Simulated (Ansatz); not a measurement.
**Worked example: correlation energy of [CH3···H···Cl], doublet**

Geometry: a point of a hydrogen-transfer path between rigid fragments, not a stationary point.

```json
{"atom": "C", "x (Å)": "-1.9405", "y (Å)": "0.0000", "z (Å)": "0.0000"}
{"atom": "H", "x (Å)": "-2.3037", "y (Å)": "1.0273", "z (Å)": "0.0000"}
{"atom": "H", "x (Å)": "-2.3037", "y (Å)": "-0.5137", "z (Å)": "0.8897"}
{"atom": "H", "x (Å)": "-2.3037", "y (Å)": "-0.5137", "z (Å)": "-0.8897"}
{"atom": "H", "x (Å)": "-0.5855", "y (Å)": "0.0000", "z (Å)": "0.0000"}
{"atom": "Cl", "x (Å)": "0.8705", "y (Å)": "0.0000", "z (Å)": "0.0000"}
```

Basis cc-pVDZ; Ansatz 0.2.0. Only valence electrons are correlated (noble-gas cores frozen), which leaves 15 electrons in 46 orbitals. Prefix R: restricted or restricted open-shell reference; prefix U: unrestricted.

Full CI isn't at hand for all of this; UCCSDT(Q) serves as the reference, and is uncertain by about the last step of the cluster series.

Runs differ by some tens of microhartree through their thresholds and, for an open shell, their frozen cores, so steps under 0.03 kcal/mol mean nothing.

| level | total energy (hartree) |
| --- | --- |
| UHF | -499.630332 |
| UMP2 | -499.917724 |
| UCCSD | -499.955979 |
| UCCSD(T) | -499.962877 |
| UCCSDT | -499.963672 |
| UCCSDT(Q) | -499.964156 |

Question: What is the correlation energy at UCCSDT(Q), and what share of it do UMP2 and UCCSD recover?

Answer: E(corr) = -499.964156 − (-499.630332) = -0.333824 hartree = -9.084 eV. UMP2: -0.287392 / -0.333824 = 86.09 %. UCCSD: -0.325647 / -0.333824 = 97.55 %.

Question: By how many kcal/mol does UCCSD(T) miss UCCSDT(Q) (1 hartree = 627.509 kcal/mol), and which steps make up the rest?

Answer: -499.962877 − (-499.964156) = 0.001279 hartree = 0.80 kcal/mol. Steps: UCCSDT − UCCSD(T) = -0.50, UCCSDT(Q) − UCCSDT = -0.30 kcal/mol. Differences between like states or geometries often cancel part of this.
